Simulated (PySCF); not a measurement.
ethylamine cation (C2H7N), SMILES CCN (connectivity only; charge and spin as stated), charge +1, multiplicity 2.

Geometry optimised at B3LYP-D3(BJ)/def2-TZVP. The multiplicity is an assumed one; other spin states were not compared. The values are those of a single conformer.

Method: SMD-M06-2X/def2-SVP (PySCF).

Solvation free energies are E(SMD) − E(gas) at the gas-phase geometry, for 1 M in both phases.

| solvent | ΔG(solv) (kcal/mol) | its non-electrostatic (CDS) part |
|---|---|---|
| water | -70.8 | 1.5 |
| methanol | -71.1 | -0.2 |
| chlorobenzene | -60.2 | -0.2 |
